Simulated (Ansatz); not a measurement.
# C₃H₅NS, SMILES CC(=N)C=S: a ranking of conformers

Run with the Ansatz DFT code, driven from Python.

Script `c3h5ns.py`:
```python
"""Rank force-field conformers of C3H5NS by single points."""

import ansatz
from rdkit import Chem
from rdkit.Chem import AllChem


def main() -> None:
    rd = Chem.AddHs(Chem.MolFromSmiles("CC(=N)C=S"))
    ids = list(AllChem.EmbedMultipleConfs(rd, numConfs=20, randomSeed=597, pruneRmsThresh=0.4))
    field = [energy for _, energy in AllChem.MMFFOptimizeMoleculeConfs(rd)]
    distinct = {round(e, 2): i for i, e in zip(ids, field)}
    chosen = sorted(distinct.items())[:4]
    found = []
    for force_field, index in chosen:
        system = ansatz.Crystal.molecule()
        for atom, xyz in zip(rd.GetAtoms(), rd.GetConformer(index).GetPositions()):
            system = system.atom(atom.GetSymbol(), xyz.round(5).tolist())
        calculation = (
            system.calculation()
            .basis(gaussian="cc-pVDZ")
            .correlation("mp2")
        )
        found.append(calculation.run(threads=1, backend="cpu").report["free_energy_ev"])
    print("conformer   MMFF (kcal/mol)   this level (kJ/mol)")
    for (force_field, index), e in zip(chosen, found):
        print(f"{index:9d} {force_field - chosen[0][0]:17.2f} {96.485332 * (e - min(found)):17.3f}")


if __name__ == "__main__":
    main()
```

`python c3h5ns.py` gives:
```text
conformer   MMFF (kcal/mol)   this level (kJ/mol)
        0              0.00             0.000
        1              0.08            20.875
```

The conformers keep their force-field geometries. Finished in 4.3 s on 1 thread of Arm Neoverse V2, with other jobs on the host, peak memory 0.31 GiB.
